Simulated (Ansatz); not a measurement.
Single points on Al(PH3)H3 (AlPH6).

```yaml
crystal:
  periodic: [false, false, false]
  atoms:
    - {symbol: Al, position_ang: [-0.004282, 0.009853, -1.450788]}
    - {symbol: P, position_ang: [0.002727, -0.006914, 1.063541]}
    - {symbol: H, position_ang: [0.675271, 1.027963, 1.767128]}
    - {symbol: H, position_ang: [0.570609, -1.112186, 1.752144]}
    - {symbol: H, position_ang: [-1.230515, 0.048493, 1.766678]}
    - {symbol: H, position_ang: [1.590885, -0.038276, -1.636754]}
    - {symbol: H, position_ang: [-0.759791, 1.417367, -1.622456]}
    - {symbol: H, position_ang: [-0.844905, -1.346301, -1.639494]}
basis:
  gaussian: {orbitals: def2-TZVP, initial_orbitals: start.molden}
hamiltonian: {xc: pbe}
correlation: {method: rpa}
scf: {omitted_lower_state_checks: [starts]}
```

The file start.molden holds the orbitals of an earlier run on this structure, at another level or in another basis.

```sh
$ ansatz run in.yaml --threads 4 --pin off --events-out ev --progress --plain --max-ram 3916MiB
```

Output, abridged:

```
Functional definition: PBE
746 factors; integrals over basis functions are off by at most 1.2e-3 eV
mean field evaluation 1: about -15974.6469 eV, gradient 9.3e0 eV
mean field evaluation 2: about -15974.7127 eV, gradient 9.5e-2 eV
mean field evaluation 4: about -15974.7044 eV, gradient 1.4e-4 eV
mean field evaluation 8: about -15974.7044 eV, gradient 2.8e-6 eV
mean field -15974.70443016 eV, -587.0595597649 hartree, gradient 2.8e-6 eV, S^2 0.000000; 0 other end points of the search recorded, 0 dependent functions left out
10 core orbitals not correlated: weight in the atoms' cores, before any rotation towards them, 1.000 or more for the frozen orbitals, at most 0.000 for the correlated occupied ones
reference -15948.76180335 eV, -586.1061858139 hartree; 7, 7 occupied and 93, 93 virtual orbitals, 746 factors
Total energy: -15963.04707508 eV, -586.6311598674 hartree
Checks for a lower state left out: starts
```

It took 0.85 s on 4 threads of Arm Neoverse V2 on a shared host.

As the first input, with `gaussian: {orbitals: 6-31G}`, `hamiltonian: {xc: hf}`, `output: {orbitals: {seedname: orbitals}}` and without the key `correlation` (abridged; 0.1 s):

```
Functional definition: HF
mean field -15945.86584131 eV, -585.9997611722 hartree, gradient 5.2e-5 eV, S^2 0.000000
Total energy: -15945.86584131 eV, -585.9997611722 hartree
Checks for a lower state left out: starts
```

The first input with `gaussian: {orbitals: def2-TZVPD, initial_orbitals: start.molden}`, `hamiltonian: {xc: r2scan, dispersion: d4}`, `output: {orbitals: {seedname: orbitals}}` and without the key `correlation` (abridged; 1.4 s):

```
Functional definition: r2SCAN
mean field -15981.65410599 eV, -587.3149556408 hartree, gradient 9.0e-6 eV, S^2 0.000000
Total energy: -15981.68493271 eV, -587.3160885020 hartree
Checks for a lower state left out: starts
```

First input, but with `hamiltonian: {xc: {name: wB97X-V}}`, `output: {orbitals: {seedname: orbitals}}` and without the key `correlation` (abridged; 1.7 s):

```
Functional definition: wB97X-V
mean field -15980.76052207 eV, -587.2821170375 hartree, gradient 4.8e-5 eV, S^2 0.000000
Total energy: -15980.76051976 eV, -587.2821169528 hartree
Checks for a lower state left out: starts
```

First input, but with `hamiltonian: {xc: {name: CAM-B3LYP}, dispersion: d4}`, `output: {orbitals: {seedname: orbitals}}` and without the key `correlation` (abridged; 0.6 s):

```
Functional definition: CAM-B3LYP
mean field -15983.52319445 eV, -587.3836433749 hartree, gradient 6.2e-5 eV, S^2 0.000000
Total energy: -15983.63523070 eV, -587.3877606310 hartree
Checks for a lower state left out: starts
```

The first input with `gaussian: {orbitals: def2-TZVPD, initial_orbitals: start.molden}`, `correlation: {method: ccsd_t}`, `output: {orbitals: {seedname: orbitals}}` and without the key `hamiltonian` (abridged; 2.8 s):

```
Functional definition: HF
mean field -15949.73021201 eV, -586.1417741761 hartree, gradient 2.6e-6 eV, S^2 0.000000
10 core orbitals not correlated: weight in the atoms' cores, before any rotation towards them, 1.000 or more for the frozen orbitals, at most 0.000 for the correlated occupied ones
second order -6.90472376 eV of doubles, -0.00000000 eV of singles
cycle   1  -7.95668163 eV  change    -1.1e0 eV  update   7.8e-2
cycle   2  -8.33846239 eV  change   -3.8e-1 eV  update   2.6e-2
cycle   3  -8.35705452 eV  change   -1.9e-2 eV  update   7.2e-3
cycle   4  -8.35350660 eV  change    3.5e-3 eV  update   2.6e-3
cycle   5  -8.35258555 eV  change    9.2e-4 eV  update   7.6e-4
cycle   6  -8.35248568 eV  change    1.0e-4 eV  update   2.4e-4
cycle   7  -8.35249939 eV  change   -1.4e-5 eV  update   6.5e-5
cycle   8  -8.35251047 eV  change   -1.1e-5 eV  update   2.3e-5
cycle   9  -8.35251072 eV  change   -2.6e-7 eV  update   7.6e-6
perturbative correction -0.24755689 eV, -0.0090975480 hartree
Total energy: -15958.33027963 eV, -586.4578208316 hartree
Checks for a lower state left out: starts
```

As the first input, with `gaussian: {orbitals: def2-TZVPP, initial_orbitals: start.molden}`, `correlation: {method: ccsd_t}`, `output: {orbitals: {seedname: orbitals}}` and without the key `hamiltonian` (abridged; 5 s):

```
Functional definition: HF
mean field -15949.75118101 eV, -586.1425447723 hartree, gradient 5.0e-6 eV, S^2 0.000000
10 core orbitals not correlated: weight in the atoms' cores, before any rotation towards them, 1.000 or more for the frozen orbitals, at most 0.000 for the correlated occupied ones
second order -7.36663181 eV of doubles, -0.00000000 eV of singles
cycle   1  -8.35356100 eV  change   -9.9e-1 eV  update   7.6e-2
cycle   2  -8.72502228 eV  change   -3.7e-1 eV  update   2.6e-2
cycle   3  -8.74358146 eV  change   -1.9e-2 eV  update   6.8e-3
cycle   4  -8.74042333 eV  change    3.2e-3 eV  update   2.4e-3
cycle   5  -8.73955980 eV  change    8.6e-4 eV  update   7.1e-4
cycle   6  -8.73944354 eV  change    1.2e-4 eV  update   2.2e-4
cycle   7  -8.73945725 eV  change   -1.4e-5 eV  update   5.6e-5
cycle   8  -8.73946823 eV  change   -1.1e-5 eV  update   1.9e-5
cycle   9  -8.73946735 eV  change    8.8e-7 eV  update   6.3e-6
perturbative correction -0.25819481 eV, -0.0094884842 hartree
Total energy: -15958.74884317 eV, -586.4732027579 hartree
Checks for a lower state left out: starts
```

Geometry: PBE-D4/def2-TZVP.

Correlated methods freeze 10 core orbitals.
